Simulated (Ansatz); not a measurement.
**P₂H₂+ (doublet): trial inputs and their diagnosis**

4 inputs are run for P₂H₂+ (doublet) as typed; the log has to tell whether the result can be used and what must change.

The runs use Ansatz 0.2.0, Gaussian basis; the settings change from run to run.

30 further runs of the same task are left out: 9 that didn't finish, 21 set aside as unsound or not needed.

## 1. What is computed

The geometry is a PBE0/def2-TZVP stationary point (not a proven minimum) of the parent state, kept for this charge and spin.

4 atoms, charge 1, spin multiplicity 2.

Atoms are counted from 1 here; the program's logs count them from 0.

Bond lengths: P1–P2 2.159 Å, P1–H3 1.428 Å, P2–H4 1.428 Å. Angles: P2–P1–H3 95.2°, P1–P2–H4 95.2°.

Geometry (Å):

```xyz
4
charge 1, multiplicity 2
P    -0.0313   -0.0735    1.0770
P    -0.0314    0.0735   -1.0770
H     0.9634    0.9311    1.2762
H     0.9634   -0.9311   -1.2762
```

## 2. Input 1

in.yaml reads:

```yaml
crystal:
  periodic: [false, false, false]
  atoms:
    - {symbol: P, position_ang: [-0.031349, -0.073548, 1.077042]}
    - {symbol: P, position_ang: [-0.031350, 0.073548, -1.077042]}
    - {symbol: H, position_ang: [0.963360, 0.931093, 1.276164]}
    - {symbol: H, position_ang: [0.963376, -0.931077, -1.276164]}
basis:
  gaussian: {orbitals: cc-pVDZ, fitting: {mean_field: def2-universal-jkfit}}
total_charge: 1
magnetization: {spin_polarized: false, initial_magnetization: 1}
correlation: {method: sc_nevpt2, electrons: outside_noble_gas, active_space: {window: {electrons: 1, orbitals: 4}}}
output: {forces: true}
```

The run is started by

```bash
> ansatz run in.yaml --threads 1 --pin off --events-out ev --progress --plain --max-ram 2393MiB
```

What it wrote:

```text
Functional definition: HF
  name "HF"
  cite "Fock, Z. Phys. 61, 126 (1930) doi:10.1007/BF01340294"
  parent pbe
  exchange = exact_x
  correlation = 0
292 factors; integrals over basis functions are off by at most 4.0e-1 eV
mean field evaluation 1: about -18564.4220 eV, gradient 9.0e0 eV
mean field evaluation 2: about -18565.0187 eV, gradient 3.2e0 eV
mean field evaluation 4: about -18565.1488 eV, gradient 5.3e-1 eV
mean field evaluation 8: about -18565.1578 eV, gradient 4.2e-2 eV
mean field evaluation 16: about -18565.1579 eV, gradient 1.5e-5 eV
mean field evaluation 32: about -18564.9797 eV, gradient 4.4e0 eV
mean field evaluation 64: about -18564.7544 eV, gradient 8.9e0 eV
mean field -18565.61916485 eV, -682.2739200798 hartree, gradient 2.5e-6 eV, S^2 0.750000; 11 other end points of the search recorded, 0 dependent functions left out
reference -18565.16360214 eV, -682.2571784586 hartree; 16, 15 occupied and 30, 31 virtual orbitals, 292 factors
state -18565.61916485 eV, -682.2739200798 hartree
state -18565.61916485 eV, -682.2739200798 hartree; corrected -18570.95422655 eV, -682.4699799808 hartree
WARN: 3 active orbitals are nearly empty or full. The corrections depend on them more than the energy does, and are more stable in an active space without them
the calculation of the forces begins
Error: an active orbital is full or empty, and SC-NEVPT2 has no forces then: leave it out of the active space
```

It took 2.4 s on 1 thread of Arm Neoverse V1, shared host.

**Diagnosis.** The run stopped with an error. It says: «an active orbital is full or empty, and SC-NEVPT2 has no forces then: leave it out of the active space». Cure: drop the forces, or choose an active space whose orbitals are all partly filled.

## 3. Input 2

in.yaml reads:

```yaml
crystal:
  periodic: [false, false, false]
  atoms:
    - {symbol: P, position_ang: [-0.031349, -0.073548, 1.077042]}
    - {symbol: P, position_ang: [-0.031350, 0.073548, -1.077042]}
    - {symbol: H, position_ang: [0.963360, 0.931093, 1.276164]}
    - {symbol: H, position_ang: [0.963376, -0.931077, -1.276164]}
basis:
  gaussian: {orbitals: def2-SVP}
total_charge: 1
magnetization: {spin_polarized: false, initial_magnetization: 1}
correlation: {method: fic_mrcisd_q, electrons: outside_noble_gas, active_space: {window: {electrons: 3, orbitals: 3}, places: [1, 2]}}
```

Launched as before.

What it wrote:

```text
Error: invalid value for `correlation.active_space`: name one of window, places and ras
```

It took 0.03 s on 1 thread of Arm Neoverse V1, shared host.

**Diagnosis.** The run was refused. The active space is defined twice. Cure: keep one definition.

## 4. Input 3

in.yaml reads:

```yaml
crystal:
  periodic: [false, false, false]
  atoms:
    - {symbol: P, position_ang: [-0.031349, -0.073548, 1.077042]}
    - {symbol: P, position_ang: [-0.031350, 0.073548, -1.077042]}
    - {symbol: H, position_ang: [0.963360, 0.931093, 1.276164]}
    - {symbol: H, position_ang: [0.963376, -0.931077, -1.276164]}
basis:
  gaussian: {orbitals: cc-pVDZ, fitting: {mean_field: def2-universal-jkfit}}
total_charge: 1
magnetization: {spin_polarized: false, initial_magnetization: 1}
correlation: {method: mp2, frozen_orbitals: {P: 20}}
scf: {lower_state_search: off}
output: {forces: true}
```

Launched as before.

What it wrote:

```text
Functional definition: HF
  name "HF"
  cite "Fock, Z. Phys. 61, 126 (1930) doi:10.1007/BF01340294"
  parent pbe
  exchange = exact_x
  correlation = 0
these checks for a lower state are left out or cut short: starts, cluster_reference, orbital_swaps, neighbouring_geometries, increment
Error: "frozen_orbitals" has no count for H
```

It took 0.03 s on 1 thread of Arm Neoverse V1, shared host.

Diagnosis: The run was refused. The frozen-orbital counts are incomplete or too large. To mend it, leave frozen_orbitals out, or give each element a count that its core has.

## 5. Input 4

in.yaml reads:

```yaml
crystal:
  periodic: [false, false, false]
  atoms:
    - {symbol: P, position_ang: [-0.031349, -0.073548, 1.077042]}
    - {symbol: P, position_ang: [-0.031350, 0.073548, -1.077042]}
    - {symbol: H, position_ang: [0.963360, 0.931093, 1.276164]}
    - {symbol: H, position_ang: [0.963376, -0.931077, -1.276164]}
basis:
  gaussian: {orbitals: def2-TZVPP}
total_charge: 1
magnetization: {spin_polarized: false, initial_magnetization: 1}
correlation: {method: ccsdtq, electrons: all}
accuracy: high
scf: {omitted_lower_state_checks: [cluster_reference]}
output: {forces: true}
```

The command is unchanged.

What it wrote:

```text
Functional definition: HF
  name "HF"
  cite "Fock, Z. Phys. 61, 126 (1930) doi:10.1007/BF01340294"
  parent pbe
  exchange = exact_x
  correlation = 0
these checks for a lower state are left out or cut short: cluster_reference
1805 factors; integrals over basis functions are off by at most 3.4e-9 eV
mean field evaluation 1: about -18564.7298 eV, gradient 1.2e1 eV
mean field evaluation 2: about -18564.7334 eV, gradient 1.2e1 eV
mean field evaluation 4: about -18565.6237 eV, gradient 1.9e0 eV
mean field evaluation 8: about -18565.6934 eV, gradient 2.0e-1 eV
mean field evaluation 16: about -18565.6949 eV, gradient 2.3e-3 eV
mean field evaluation 32: about -18566.1345 eV, gradient 1.8e-5 eV
mean field evaluation 64: about -18565.6949 eV, gradient 1.4e-7 eV
mean field evaluation 96: about -18565.6989 eV, gradient 3.5e-2 eV
mean field evaluation 128: about -18565.6949 eV, gradient 2.3e-8 eV
mean field -18566.13453994 eV, -682.2928597647 hartree, gradient 3.4e-8 eV, S^2 0.750000; 9 other end points of the search recorded, 0 dependent functions left out
reference -18566.13453994 eV, -682.2928597647 hartree; 16, 15 occupied and 96, 97 virtual orbitals, 1805 factors
```

Run time: 99 s. Hardware: 1 thread of Arm Neoverse V1, shared host.

What is wrong: The run was cut at its time limit. The job is too large for the time given. Cure: a smaller basis or space, or a lower level; a longer limit helps only where the log shows it near its end.

## 6. How the runs ended

```
input                      level                  ended                                                                                                   cause    time
    1        NEVPT2(1,4)/cc-pVDZ    stopped by an error  an active orbital is full or empty, and SC-NEVPT2 has no forces then: leave it out of the active space   2.4 s
    2     MRCISD+Q(3,3)/def2-SVP                refused                                                                       the active space is defined twice  0.03 s
    3        MP2 on ROHF/cc-pVDZ                refused                                                   the frozen-orbital counts are incomplete or too large  0.03 s
    4  CCSDTQ on ROHF/def2-TZVPP  cut at its time limit                                                                 the job is too large for the time given    99 s
```

1 stopped by an error, 2 refused, 1 cut at its time limit.
